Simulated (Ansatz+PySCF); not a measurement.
## doublet CN: levels of theory in one basis

```yaml
atoms:
  - { symbol: C, position_ang: [-0.6602, 0.0000, 1.4542] }
  - { symbol: N, position_ang: [0.2555, 0.0000, 2.0943] }
```

Basis set: cc-pVTZ (spherical functions). Correlated methods keep 2 orbitals frozen. Correlation on ROHF uses semicanonical orbitals with singles. Charge 0, multiplicity 2.

Computed with Ansatz (development build ahead of 0.2.0) and PySCF 2.14.0; each method stands on the lowest determinant of its kind that the runs found.

```
      method  E − E(ROHF) (eV)  <S²> of the determinant
        ROHF              0.00                     0.75
         UHF             -0.32                     0.97
    ROHF-MP2             -8.45                        –
     UHF-MP2             -8.01                     0.97
ROHF-CCSD(T)             -9.20                        –
 UHF-CCSD(T)             -9.17                     0.97
```

Problem. What does UHF-CCSD give on the same scale?

Solution. -8.71 eV.

Caution for UHF, UHF-MP2, UHF-CCSD, UHF-CCSD(T): the unrestricted determinant is spin contaminated. Caution for ROHF-MP2, ROHF-CCSD(T): large amplitudes, a single reference is doubtful. Caution for ROHF-MP2, UHF-MP2: forces differ strongly between restricted and unrestricted references.
